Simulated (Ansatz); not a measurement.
# SO₂ (triplet): the correlation ladder, def2-QZVPP

An exercise on one series of results from a longer session: the logs are not shown, and one member is left open.

Computed with Ansatz 0.2.0, Gaussian basis. Level: def2-QZVPP, core rule «outside noble gas», up to 7 orbitals frozen.

Plan: UHF; ROHF; CCSD(T) on UHF.

2 further runs of the same task are left out: 2 set aside as unsound or not needed.

## What is computed

The geometry is a PBE0/def2-TZVP stationary point (not a proven minimum) of the parent state, kept for this charge and spin.

3 atoms, charge 0, spin multiplicity 3.

Atoms are counted from 1 here; the program's logs count them from 0.

Bond lengths: O1–S2 1.431 Å, S2–O3 1.431 Å. Angles: O1–S2–O3 118.9°.

Set-up of the first run:

in.yaml reads:

```yaml
crystal:
  periodic: [false, false, false]
  atoms:
    - {symbol: O, position_ang: [0.000000, -0.364139, 1.232554]}
    - {symbol: S, position_ang: [0.000000, 0.363388, 0.000000]}
    - {symbol: O, position_ang: [0.000000, -0.364139, -1.232554]}
basis:
  gaussian: {orbitals: "def2-QZVPP.json"}
magnetization: {spin_polarized: true, initial_magnetization: 2}
hamiltonian: {xc: hf}
output: {orbitals: {seedname: orbitals}}
```

The run is started by

```bash
$ ansatz run in.yaml --threads 1 --pin off --events-out ev --progress --plain --max-ram 2393MiB
```

Steps of the session up to this table: UHF; ROHF; CCSD(T) on UHF.

One table of the session follows, with a row left open; its other results are not shown here.

It belongs to the step «Misses and costs». 

```
  method  from UCCSD(T) (meV)
    ROHF             +19471.9
     UHF             +18972.3
    UMP2                    ?
   UCCSD               +933.2
UCCSD(T)                    0
```

Q: Estimate the row for UMP2 from the others.

As computed: from UCCSD(T) (meV): +1003.5. In the column «from UCCSD(T) (meV)» it lies between UCCSD (+933.2) and UHF (+18972.3).

To keep in mind: Warnings: coupled cluster took another determinant than the lowest.
